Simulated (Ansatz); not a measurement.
## What a trial cell of Sb3Pb relaxes into

Level of theory: Ansatz, DFT PBE, scalar-relativistic, plane waves, PAW. Cutoff 420 eV, Γ-centred k mesh, Gaussian smearing, no spin polarisation in the final step.

Sb3Pb was placed on the Cu3Au (L1_2) structure type (Pm-3m, No. 221), with Pb in place of Au, Sb in place of Cu, at a guessed volume.

```xyz
4
Lattice="4.8599 0.0000 0.0000 0.0000 4.8599 0.0000 0.0000 0.0000 4.8599" Properties=species:S:1:pos:R:3 pbc="T T T"
Sb    0.0000    2.4299    2.4299
Sb    2.4299    0.0000    2.4299
Sb    2.4299    2.4299    0.0000
Pb    0.0000    0.0000    0.0000
```

Cell and atoms relax at zero pressure; the relaxation can't lower the symmetry of the start.

Energies over the elements count from the elements' standard structures at the same level, with no empirical corrections.

(1) Which crystal results?

(2) What are its volume, energy, density and gap?

Answers

(1) It keeps Pm-3m (No. 221). The result has the Cu3Au (L1_2) structure. Conventional cell: a = 4.877 Å. Around Sb lie 4 Pb at 3.45 Å and 8 Sb at 3.45 Å; Pb has 12 Sb at 3.45 Å.

```xyz
4
Lattice="4.8768 0.0000 0.0000 0.0000 4.8768 0.0000 0.0000 0.0000 4.8768" Properties=species:S:1:pos:R:3 pbc="T T T"
Sb    0.0000    2.4384    2.4384
Sb    2.4384    0.0000    2.4384
Sb    2.4384    2.4384    0.0000
Pb    0.0000    0.0000    0.0000
```

(2) The volume per atom is 29.00 Å³ and the density is 8.20 g/cm³. The energy over the elements is 0.21 eV/atom and the gap on the 10×10×10 mesh is 0 eV (a metal).

The final run used a 10×10×10 mesh on its 4-atom cell and 0.10 eV smearing. For metals, differences of a few meV/atom aren't resolved. Spin–orbit coupling is left out. A structure relaxed within its symmetry needn't be a true minimum.

Cost: 2 runs of about 1 core-minutes in all, on Arm Neoverse V1 (shared hosts).